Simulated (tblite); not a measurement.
# CH2NO: the cost of one run

Computed with tblite 0.8.0 and PySCF 2.14.0; each step states its level. No surroundings beyond the atoms listed, unless a continuum is named. Atoms count from 0, parts from 1.

### Step 1. Starting point

5 atoms, charge -1, multiplicity 1; geometry: rigid parts in contact. Parts: 1 = atoms 0–2, `O`, charge 0; 2 = atoms 3–4, `[C-]#N`, charge -1.

### Step 2. Search for minima with GFN2-xTB

What the job is given:

```
{"job": {"kind": "dock", "xc": "GFN2-xTB", "basis": "xTB"}, "charge": -1, "multiplicity": 1, "parts": [{"atoms": "0-2", "charge": 0, "multiplicity": 1}, {"atoms": "3-4", "charge": -1, "multiplicity": 1}]}
O     -0.000647     0.379391     0.002521
H      0.772346    -0.188417    -0.012330
H     -0.771698    -0.190974     0.009809
C     -1.989775    -1.949614     0.834549
N     -1.423448    -2.393058    -0.126158
```

With the program's defaults for keys left out, this is: GFN2-xTB search for minima from random contacts, gas phase.

Run with:

```console
$ OMP_NUM_THREADS=1 python cluster_run.py task.json out
```

The driver reads the jobs from task.json and runs them one after another.

**Question.** How long does this first job take on 1 thread of Intel Xeon 6975P-C, shared host?

About 1.3 s.
